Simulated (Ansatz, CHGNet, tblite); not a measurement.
# Ladder of methods for the c axis length of 2H WS2

Reference value: 12.323 Å (measured, 300 K, not corrected to a static lattice; as tabulated in arXiv:1605.07067).

```
level (code)         value (Å)
-------------------  ---------
GFN1-xTB (tblite)       11.744
CHGNet-r²SCAN           13.460
LDA (Ansatz)            12.158
PBE (Ansatz)               [?]
PBE-D3(BJ) (Ansatz)     12.140
PBE-D4 (Ansatz)            [?]
rVV10 (Ansatz)          12.480
r²SCAN+SOC (Ansatz)        [?]
PBE0-D4 (Ansatz)        12.155
```

Task: Fill in the missing entries.

Result: 
- PBE (Ansatz, a program for electronic structure), value (Å): 14.888
- PBE-D4 (Ansatz), value (Å): 12.196
- r²SCAN+SOC (Ansatz), value (Å): 13.071

Differences against the reference: GFN1-xTB -4.70 %, CHGNet-r²SCAN +9.23 %, LDA -1.34 %, PBE +21 %, PBE-D3(BJ) -1.49 %, PBE-D4 -1.03 %, rVV10 +1.27 %, r²SCAN+SOC +6.07 %, PBE0-D4 -1.36 %.

The reference is not for a static lattice or low temperature, so close values are not ranked against it. Off by more than 1.75 %, or 2.45 % on the side where a correction would as a rule narrow the miss (bounds picked here): PBE (+21 %), CHGNet-r²SCAN (+9.23 %), r²SCAN+SOC (+6.07 %), GFN1-xTB (-4.70 %).

The measured value isn't corrected to a static lattice, so vibrations enter the comparison. The crystal itself was run without spin with LDA, PBE, PBE-D3(BJ), PBE-D4, rVV10; a magnetic state was not tried in these runs. Density-functional levels without +SOC have no spin–orbit coupling. GFN1-xTB: the method was fitted mainly to molecules. GFN1-xTB: the run uses a supercell at the zone centre in place of a k mesh. LDA: LDA has no dispersion term either, though it tends to give short spacings of layers, chains or molecules. PBE, r²SCAN+SOC: for a layered or molecular solid the relaxed cell lies over 5 % above the published volume, where the minimum can be shallow. PBE, r²SCAN+SOC: the cell comes from a level without a dispersion term, which matters for the spacing of layers, chains or molecules. Cutoffs and k meshes differ between the levels. Ansatz's density-functional and Hartree–Fock values are scalar-relativistic unless marked +SOC, with PAW data made under PBE.

Machine-learned potentials (CHGNet-r²SCAN) are trained on DFT data: a solid inside that data is no test of them.

Differences are worked out from the printed values.
